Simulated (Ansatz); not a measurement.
# AlHO2 (SMILES [O]=[Al][OH]) at 6 levels

Wanted: a comparison of 6 runs (B3LYP/STO-3G, PBE/STO-3G, wB97M-V/STO-3G, UMP2/STO-3G, BCCD(T)/STO-3G, FCI/STO-3G) of AlHO2. 

The calculation is run with Ansatz 0.2.0.

62 further runs of the same task are left out: 8 that didn't finish, 54 set aside as unsound or not needed.

### Step 1. Starting point

The species is AlHO2 (4 atoms), meant as a singlet with charge 0. As SMILES, `[O]=[Al][OH]`. The H4–O3 distance was set to 1.424 Å, away from the relaxed value. At this shape a bond of the SMILES string is far longer than usual.

Bond lengths: O1–Al2 1.572 Å, Al2–O3 1.628 Å. Angles: O1–Al2–O3 180.0°. A long bond or contact: O3–H4 1.424 Å.

### Step 2. The energy at B3LYP/STO-3G (run 1)

Contents of in.yaml:

```yaml
crystal:
  periodic: [false, false, false]
  atoms:
    - {symbol: O, position_ang: [-1.946982, -1.704085, -0.787356]}
    - {symbol: Al, position_ang: [-0.815172, -0.715415, -0.327486]}
    - {symbol: O, position_ang: [0.357598, 0.308695, 0.148944]}
    - {symbol: H, position_ang: [1.381100, 1.209770, 0.557430]}
basis:
  gaussian: {orbitals: STO-3G}
hamiltonian: {xc: {name: B3LYP}}
accuracy: high
```

The run is started by

```console
$ ansatz run in.yaml --threads 1 --pin off --max-ram 2610MiB --events-out events.jsonl --progress --plain --runs-dir runs
```

What it wrote:

```text
Warning: RAYON_NUM_THREADS=1 ignored (pool sized by the plan → 1); use --threads N
Functional definition: B3LYP
  name "B3LYP"
  parameter a0 = 0.2
  parameter ax = 0.72
  parameter ac = 0.81
  exchange = (1 - a0 - ax)*slater_x + ax*b88_x + a0*exact_x
  correlation = (1 - ac)*vwn_rpa_c + ac*lyp_c
342 factors; integrals over basis functions are off by at most 2.2e-8 eV
mean field evaluation 1: about -10555.8510 eV, gradient 4.7e1 eV
mean field evaluation 2: about -10407.6065 eV, gradient 2.0e2 eV
mean field evaluation 4: about -10564.7111 eV, gradient 2.0e1 eV
mean field evaluation 8: about -10565.8446 eV, gradient 2.7e-1 eV
mean field evaluation 16: about -10565.8048 eV, gradient 1.4e-6 eV
mean field -10565.80482275 eV, -388.2861654762 hartree, gradient 1.5e-8 eV, S^2 0.000000; 0 other end points of the search recorded, 0 dependent functions left out
reference -10565.80484774 eV, -388.2861663946 hartree; 15, 15 occupied and 5, 5 virtual orbitals, 342 factors
Total energy: -10565.80484774 eV, -388.2861663946 hartree
```

Run time: 0.6 s. Hardware: 1 thread of Intel Xeon 6975P-C (Granite Rapids), shared host.

### Step 3. The energy at PBE/STO-3G (run 2)

Contents of molecule.yaml:

```yaml
basis:
  gaussian: {orbitals: STO-3G}
crystal:
  periodic: [false, false, false]
  atoms:
    - {symbol: O, position_ang: [-1.946982, -1.704085, -0.787356]}
    - {symbol: Al, position_ang: [-0.815172, -0.715415, -0.327486]}
    - {symbol: O, position_ang: [0.357598, 0.308695, 0.148944]}
    - {symbol: H, position_ang: [1.381100, 1.209770, 0.557430]}
hamiltonian: {xc: pbe}
accuracy: high
```

The run is started by

```console
$ ansatz run molecule.yaml --threads 1 --pin off --max-ram 2610MiB --events-out events.jsonl --progress --plain --runs-dir runs
```

What it wrote:

```text
Warning: RAYON_NUM_THREADS=1 ignored (pool sized by the plan → 1); use --threads N
Functional definition: PBE
  name "PBE"
  parameter kappa = 0.804
  parameter beta = 0.06672455060314922
  exchange = pbe_x(kappa = kappa, mu = beta*pi^2/3)
  correlation = pbe_c(beta = beta)
342 factors; integrals over basis functions are off by at most 2.2e-8 eV
mean field evaluation 1: about -10547.8201 eV, gradient 4.8e1 eV
mean field evaluation 2: about -10358.3443 eV, gradient 2.0e2 eV
mean field evaluation 4: about -10556.6580 eV, gradient 2.4e1 eV
mean field evaluation 8: about -10556.6581 eV, gradient 2.4e1 eV
mean field evaluation 16: about -10558.1229 eV, gradient 1.8e-7 eV
mean field -10558.12293309 eV, -388.0038612383 hartree, gradient 1.1e-8 eV, S^2 0.000000; 0 other end points of the search recorded, 0 dependent functions left out
reference -10558.12293481 eV, -388.0038613015 hartree; 15, 15 occupied and 5, 5 virtual orbitals, 342 factors
Total energy: -10558.12293481 eV, -388.0038613015 hartree
```

It took 0.74 s on 1 thread of Intel Xeon 6975P-C (Granite Rapids), shared host.

### Step 4. A single-point energy at wB97M-V/STO-3G (run 3)

Contents of run.yaml:

```yaml
crystal:
  periodic: [false, false, false]
  atoms:
    - symbol: O
      position_ang: [-1.946982, -1.704085, -0.787356]
    - symbol: Al
      position_ang: [-0.815172, -0.715415, -0.327486]
    - symbol: O
      position_ang: [0.357598, 0.308695, 0.148944]
    - symbol: H
      position_ang: [1.381100, 1.209770, 0.557430]
basis:
  gaussian: {orbitals: STO-3G}
hamiltonian: {xc: {name: wB97M-V}}
accuracy: high
```

The run is started by

```console
$ ansatz run run.yaml --threads 1 --pin off --max-ram 2610MiB --events-out events.jsonl --progress --plain --runs-dir runs
```

What it wrote (excerpt; [...] marks lines left out):

```text
Warning: RAYON_NUM_THREADS=1 ignored (pool sized by the plan → 1); use --threads N
Functional definition: wB97M-V
  name "wB97M-V"
[...]
  gx(w, u) = 1 - cx + cx01*u + cx10*w
  gss(w, u) = css00 + css04*u^4 + css10*w + css20*w^2 + css43*w^4*u^3
  gos(w, u) = cos00 + cos10*w + (cos20 + cos21*u)*w^2 + (cos60 + cos61*u)*w^6
[...]
      + integral(e_c_pw_mod_opposite_spin*gos(b97_w_opposite, b97_u_opposite)) + vv10(b, c)
342 factors; integrals over basis functions are off by at most 2.2e-8 eV
134 factors; integrals over basis functions are off by at most 7.2e-10 eV
[...]
mean field -10566.25160978 eV, -388.3025845967 hartree, gradient 1.0e-7 eV, S^2 0.000000; 0 other end points of the search recorded, 0 dependent functions left out
reference -10566.25161206 eV, -388.3025846805 hartree; 15, 15 occupied and 5, 5 virtual orbitals, 342 factors
Total energy: -10566.25161206 eV, -388.3025846805 hartree
```

Run time: 8.4 s. Hardware: 1 thread of Intel Xeon 6975P-C (Granite Rapids), shared host; peak memory 0.28 GiB.

Runs 4 to 5 aren't shown in full; the table further down has their settings and results.

### Step 5. A single-point energy at FCI/STO-3G (run 6)

molecule.yaml, as its differences from that of step 3:

```diff
@@ -1,3 +1 @@
-basis:
-  gaussian: {orbitals: STO-3G}
 crystal:
@@ -9,3 +7,5 @@
     - {symbol: H, position_ang: [1.381100, 1.209770, 0.557430]}
-hamiltonian: {xc: pbe}
+basis:
+  gaussian: {orbitals: STO-3G}
+correlation: {method: fci, frozen_orbitals: {Al: 5, H: 0, O: 1}}
 accuracy: high
```

The run is started by

```console
$ ansatz run molecule.yaml --threads 1 --pin off --max-ram 2610MiB --events-out events.jsonl --progress --plain --runs-dir runs
```

What it wrote:

```text
Warning: RAYON_NUM_THREADS=1 ignored (pool sized by the plan → 1); use --threads N
Functional definition: HF
  name "HF"
  exchange = exact_x
  correlation = 0
342 factors; integrals over basis functions are off by at most 2.2e-8 eV
mean field evaluation 1: about -10524.6505 eV, gradient 4.1e1 eV
mean field evaluation 2: about -10524.6631 eV, gradient 4.1e1 eV
mean field evaluation 4: about -10532.1881 eV, gradient 7.1e0 eV
mean field evaluation 8: about -10532.3795 eV, gradient 2.7e-1 eV
mean field -10532.38105683 eV, -387.0578647342 hartree, gradient 1.7e-8 eV, S^2 0.000000; 0 other end points of the search recorded, 0 dependent functions left out; unrestricted orbitals would lower it
mean field evaluation 16: about -10532.3349 eV, gradient 7.1e0 eV
7 core orbitals not correlated: weight in the atoms' cores, before any rotation towards them, 1.000 or more for the frozen orbitals, at most 0.000 for the correlated occupied ones
reference -10532.38105683 eV, -387.0578647342 hartree; 8, 8 occupied and 5, 5 virtual orbitals, 342 factors
state -10537.83399673 eV, -387.2582565794 hartree
Total energy: -10537.83399673 eV, -387.2582565794 hartree
```

It took 12 s on 1 thread of Intel Xeon 6975P-C (Granite Rapids), shared host; peak memory 0.28 GiB.

### Step 6. Overview of the runs

```
run           level  frozen core orbitals  energy (Eh)  wall time
  1    B3LYP/STO-3G                     –  -388.286166      0.6 s
  2      PBE/STO-3G                     –  -388.003861     0.74 s
  3  wB97M-V/STO-3G                     –  -388.302585      8.4 s
  4     UMP2/STO-3G                     7  -387.170847        1 s
  5  BCCD(T)/STO-3G                     7  -387.258910     0.28 s
  6      FCI/STO-3G                     7  -387.258257       12 s
```

### Step 7. What came out

```
                                          quantity          value
                               run 6: total energy  -387.25826 Eh
run 6: correlation energy (7 core orbitals frozen)     -200.4 mEh
```

In words: Against full CI in this basis: UMP2 +87.4 mEh; BCCD(T) -0.7 mEh. Totals of different functionals can't be ranked against each other. In run 5 the log says that unrestricted orbitals would lower the reference, so the values rest on an unstable closed-shell determinant (other closed-shell runs at this shape may share the fault). In runs 1, 2, 3, 4, 5, 6 the basis is minimal, so the values are rough. Spin contamination of the reference: run 4 ⟨S²⟩ = 0.77. Where it is this large, the reference is a mixture of spin states, and values that rest on it are in doubt. All runs together took 23 s, the longest 12 s.
